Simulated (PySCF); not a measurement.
Molecule: SMILES O=C(F)C1CC1, C4H5FO.

Cartesian coordinates in Å; atom numbers follow the order of the lines, from 1:
```xyz
11

O     1.830    0.079   -1.185
C     1.331    0.706   -0.310
F     1.949    1.780    0.200
C     0.037    0.460    0.351
C    -0.375   -0.986    0.521
C    -1.055   -0.154   -0.497
H    -0.238    1.176    1.128
H    -0.904   -1.236    1.444
H     0.341   -1.735    0.173
H    -2.074    0.193   -0.309
H    -0.803   -0.327   -1.546
```

Spin–spin couplings on one PBE0-D3(BJ)/def2-SVP geometry, PySCF, gas phase, non-relativistic, equivalent pairs averaged (spin–dipole term only in couplings to heteroatoms); isotopes ¹H; functional B3LYP.

Reference values (Hz): ³J(H7,H8) = 8.0 (measured; solution (compiled); Pretsch, Buehlmann, Badertscher, Structure Determination of Organic Compounds, 4th ed., Springer 2009); ³J(H7,H9) = 4.6 (measured; solution (compiled); Pretsch, Buehlmann, Badertscher, Structure Determination of Organic Compounds, 4th ed., Springer 2009); ²J(H8,H9) = -4.5 (measured; solution (compiled); Pretsch, Buehlmann, Badertscher, Structure Determination of Organic Compounds, 4th ed., Springer 2009).

How do the couplings (Hz) change with the basis set? Times are CPU seconds on 1 thread of an Arm Neoverse V2, shared host. Far from the basis limit: pcJ-0, 6-31G*, def2-TZVP, cc-pVTZ.

## Answers


| basis set | functions | ³J(H7,H8) | ³J(H7,H9) | ²J(H8,H9) | mean abs. error | core-s |
| --- | --- | --- | --- | --- | --- | --- |
| pcJ-0 | 93 | 7.9 | 4.2 | -5.4 | 0.5 | 5.3 |
| 6-31G* | 94 | 7.8 | 3.1 | -6.8 | 1.3 | 5.9 |
| def2-TZVP | 216 | 7.5 | 3.9 | -3.4 | 0.8 | 19 |
| cc-pVTZ | 250 | 7.5 | 4.0 | -3.5 | 0.7 | 23 |

Errors compare magnitudes, without vibrational corrections, and the largest couplings weigh most in the mean. Closest: pcJ-0 and cc-pVTZ, practically level; furthest: 6-31G*.

The Fermi-contact term samples the wavefunction at the nucleus, which is why sets with added tight s functions (names with J) are made for couplings. Agreement of an ordinary basis with the reference is then largely a cancellation of errors.
